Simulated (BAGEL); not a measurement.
# HF/def2-SVPD (density fitting with qzvpp-jkfit) run of CH5BF− (SMILES C[BH2-]F)

What is the vertical singlet–triplet gap of CH5BF− at HF/def2-SVPD (density fitting with qzvpp-jkfit)? 

The calculation is run with BAGEL 1.2.2.

6 further runs of the same task are left out: 5 that didn't finish, 1 set aside as unsound or not needed.

### Step 1. The structure to begin with

CH5BF−: 8 atoms, total charge -1, spin state singlet. SMILES: `C[BH2-]F`. The coordinates come from a GFN2-xTB relaxation.

Bond lengths: C1–B2 1.647 Å, B2–F3 1.455 Å, C1–H4 1.094 Å, C1–H5 1.093 Å, C1–H6 1.093 Å, B2–H7 1.227 Å, B2–H8 1.227 Å. Some angles: C1–B2–F3 109.2°, C1–B2–H7 111.1°, C1–B2–H8 111.2°, F3–B2–H7 107.4°, F3–B2–H8 107.4°, B2–C1–H4 111.1°, B2–C1–H5 112.1°, B2–C1–H6 112.0°, H7–B2–H8 110.6°, H4–C1–H5 107.2°.

### Step 2. A single-point energy at HF/def2-SVPD (density fitting with qzvpp-jkfit)

Input file hf.json:

```json
{ "bagel" : [

{
  "title" : "molecule",
  "basis" : "def2-svpd.json",
  "df_basis" : "qzvpp-jkfit",
  "angstrom" : "true",
  "geometry" : [
    { "atom" : "C", "xyz" : [   -0.631540,    0.494350,   -0.258780 ] },
    { "atom" : "B", "xyz" : [    0.558430,   -0.523170,    0.253040 ] },
    { "atom" : "F", "xyz" : [    1.822410,    0.196230,    0.281390 ] },
    { "atom" : "H", "xyz" : [   -1.599680,   -0.014200,   -0.285860 ] },
    { "atom" : "H", "xyz" : [   -0.440060,    0.877130,   -1.264440 ] },
    { "atom" : "H", "xyz" : [   -0.740590,    1.361010,    0.397950 ] },
    { "atom" : "H", "xyz" : [    0.338240,   -0.921460,    1.392730 ] },
    { "atom" : "H", "xyz" : [    0.692770,   -1.469900,   -0.516030 ] }
  ]
},
{
  "title" : "hf",
  "charge" : -1
},
{
  "title" : "print",
  "file" : "orbitals.molden",
  "orbitals" : "true"
}

]}
```

The basis set def2-SVPD is read from a file made from the Basis Set Exchange's data (not shown).

Started as:

```console
$ BAGEL_NUM_THREADS=1 BAGEL hf.json > hf.out
```

The log of the run:

```text
* using 1 threads per process

  ===============================================================
  ===============================================================

  *** Geometry ***

  { "atom" : "C", "xyz" : [     -1.193438,      0.934186,     -0.489023 ] },
  { "atom" : "B", "xyz" : [      1.055280,     -0.988648,      0.478176 ] },
  { "atom" : "F", "xyz" : [      3.443856,      0.370821,      0.531750 ] },
  { "atom" : "H", "xyz" : [     -3.022957,     -0.026834,     -0.540197 ] },
  { "atom" : "H", "xyz" : [     -0.831593,      1.657535,     -2.389445 ] },
  { "atom" : "H", "xyz" : [     -1.399512,      2.571936,      0.752017 ] },
  { "atom" : "H", "xyz" : [      0.639181,     -1.741307,      2.631878 ] },
  { "atom" : "H", "xyz" : [      1.309146,     -2.777708,     -0.975155 ] },

  Number of auxiliary basis functions:      317

  Since a DF basis is specified, we compute 2- and 3-index integrals:
    o Being stored without compression. Storage requirement is 0.027 GB

  Number of basis functions:      103
  Number of electrons      :       25

    * METHOD: MOLECULE                             0.12

  *** RHF ***

  === Nuclear Repulsion ===
    67.8701134482

      * DIIS with orbital gradients will be used.

  === RHF iteration (def2-svpd.json) ===
      0       -164.50163450          0.02502275           0.03
      1       -164.71093546          0.01626992           0.03
      2       -164.82495193          0.00223261           0.03
      3       -164.82742667          0.00095126           0.03
      4       -164.82784441          0.00014309           0.03
      5       -164.82785957          0.00003076           0.03
      6       -164.82786031          0.00000919           0.03
      7       -164.82786037          0.00000217           0.03
      8       -164.82786038          0.00000089           0.03
      9       -164.82786038          0.00000023           0.03
     10       -164.82786038          0.00000009           0.03
     11       -164.82786038          0.00000004           0.03
     12       -164.82786038          0.00000001           0.03
    * SCF iteration converged.

    * Permanent dipole moment:
           (    0.398715,    -0.689924,     0.272025) a.u.

    * METHOD: HF                                   0.55

    * METHOD: PRINT                                0.03

  ===============================================================
```

Run time: 0.83 s. Hardware: 1 thread of Arm Neoverse V1, shared host; peak memory 0.092 GiB.

### Step 3. The triplet

Input file job.json:

```json
{ "bagel": [

{
  "title": "molecule",
  "basis": "def2-svpd.json",
  "df_basis": "qzvpp-jkfit",
  "angstrom": true,
  "geometry": [
    { "atom": "C", "xyz": [   -0.631540,    0.494350,   -0.258780 ] },
    { "atom": "B", "xyz": [    0.558430,   -0.523170,    0.253040 ] },
    { "atom": "F", "xyz": [    1.822410,    0.196230,    0.281390 ] },
    { "atom": "H", "xyz": [   -1.599680,   -0.014200,   -0.285860 ] },
    { "atom": "H", "xyz": [   -0.440060,    0.877130,   -1.264440 ] },
    { "atom": "H", "xyz": [   -0.740590,    1.361010,    0.397950 ] },
    { "atom": "H", "xyz": [    0.338240,   -0.921460,    1.392730 ] },
    { "atom": "H", "xyz": [    0.692770,   -1.469900,   -0.516030 ] }
  ]
},
{ "title": "uhf", "charge": -1, "nopen": 2 },
{ "title": "print", "file": "orbitals.molden", "orbitals": true }

]}
```

The basis set def2-SVPD is read from a file made from the Basis Set Exchange's data (not shown).

Started as:

```console
$ BAGEL_NUM_THREADS=1 BAGEL job.json > job.out
```

The log of the run:

```text
* using 1 threads per process

  ===============================================================
  ===============================================================

  *** Geometry ***

  { "atom" : "C", "xyz" : [     -1.193438,      0.934186,     -0.489023 ] },
  { "atom" : "B", "xyz" : [      1.055280,     -0.988648,      0.478176 ] },
  { "atom" : "F", "xyz" : [      3.443856,      0.370821,      0.531750 ] },
  { "atom" : "H", "xyz" : [     -3.022957,     -0.026834,     -0.540197 ] },
  { "atom" : "H", "xyz" : [     -0.831593,      1.657535,     -2.389445 ] },
  { "atom" : "H", "xyz" : [     -1.399512,      2.571936,      0.752017 ] },
  { "atom" : "H", "xyz" : [      0.639181,     -1.741307,      2.631878 ] },
  { "atom" : "H", "xyz" : [      1.309146,     -2.777708,     -0.975155 ] },

  Number of auxiliary basis functions:      317

  Since a DF basis is specified, we compute 2- and 3-index integrals:
    o Being stored without compression. Storage requirement is 0.027 GB

  Number of basis functions:      103
  Number of electrons      :       25

    * METHOD: MOLECULE                             0.12

  *** Open-shell HF ***

  === Nuclear Repulsion ===
    67.8701134482

      * DIIS with orbital gradients will be used.

  === UHF iteration (def2-svpd.json) ===
      0       -164.17531905          0.04767705           0.06
      1       -164.39971931          0.04095431           0.07
      2       -164.51516194          0.02425737           0.07
      3       -164.60130825          0.00309046           0.07
      4       -164.60707842          0.00150072           0.07
      5       -164.60982605          0.00073137           0.07
      6       -164.61113219          0.00039112           0.07
      7       -164.61159048          0.00018125           0.07
      8       -164.61168729          0.00008886           0.07
      9       -164.61171047          0.00004136           0.07
[... 38 lines of this table left out ...]
     48       -164.61171418          0.00000004           0.07
     49       -164.61171418          0.00000003           0.07
     50       -164.61171418          0.00000002           0.07
     51       -164.61171418          0.00000001           0.07
    * SCF iteration converged.

    * S^2 (UHF) is 2.0265

    * Permanent dipole moment:
           (    0.992578,    -1.639470,     0.647951) a.u.

    * METHOD: UHF                                  3.65

    * METHOD: PRINT                                0.03

  ===============================================================
```

It took 4.2 s on 1 thread of Arm Neoverse V1, shared host; peak memory 0.092 GiB.

### Step 4. Outcome

At HF/def2-SVPD (density fitting with qzvpp-jkfit):

| quantity | value |
| --- | --- |
| singlet: total energy | -164.82786 Eh |
| singlet: HOMO energy | -5.08 eV |
| singlet: LUMO energy | 6.47 eV |
| singlet: HOMO–LUMO gap (to an unbound level, set by the basis) | 11.55 eV |
| triplet: total energy | -164.61171 Eh |
| triplet: ⟨S²⟩ | 2.026 |
| vertical energy of the triplet above the singlet | 5.882 eV |

At this shape the triplet lies 5.88 eV (567 kJ/mol) above the singlet. For an anion a state so high probably lies above electron detachment.
